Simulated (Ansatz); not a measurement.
Program: Ansatz. Geometries: PBE0-D4/def2-TZVP. ΔE: electronic, gas phase. CCSD(T)/CBS adds triple-zeta CCSD(T) − MP2 to the extrapolated MP2 energy (def2 sets, frozen cores). Functionals use def2-TZVPP. Each species was taken in one conformer, which may not be the lowest.

Consider the isomerisation: `O=CCCO` → `COC1CO1`.

`O=CCCO`:

```xyz
11

O     1.139   -1.936   -1.306
C     0.800   -1.269   -0.371
C    -0.521   -0.559   -0.259
C    -0.397    0.759    0.466
O     0.437    1.590   -0.312
H     1.465   -1.155    0.516
H    -0.944   -0.432   -1.257
H    -1.191   -1.218    0.309
H     0.034    0.591    1.464
H    -1.391    1.204    0.604
H     0.567    2.423    0.146
```

`COC1CO1`:

Cartesian coordinates in Å:
```
C 1.690 0.333 0.315
O 0.699 -0.400 -0.375
C -0.537 0.171 -0.286
C -1.699 -0.693 -0.308
O -1.271 -0.053 0.896
H 2.641 -0.167 0.134
H 1.750 1.363 -0.058
H 1.487 0.352 1.390
H -0.587 1.200 -0.650
H -2.642 -0.339 -0.717
H -1.532 -1.766 -0.341
```

CCSD(T)/CBS gives +113.0 kJ/mol.

Problem. Another level gave +111.8 kJ/mol. Which?
A. HF/def2-TZVPP
B. SCS-MP2/def2-TZVPP
C. r2SCAN-D4/def2-TZVPP
D. ωB97M-V/def2-TZVPP

Solution. B. SCS-MP2/def2-TZVPP 111.8, r2SCAN-D4 100.3, HF/def2-TZVPP 122.9, ωB97M-V 106.6 kJ/mol.

Largest T1 diagnostic among the species: 0.013.

In def2-TZVPP, CCSD(T) changes the Hartree–Fock value by −11.8 kJ/mol (the triples alone add −1.3 kJ/mol) and MP2 by −13.3 kJ/mol.

CCSD(T)/CBS has its own doubt, a few kJ/mol and more with outer-core shells, so smaller differences from it don't rank the levels.
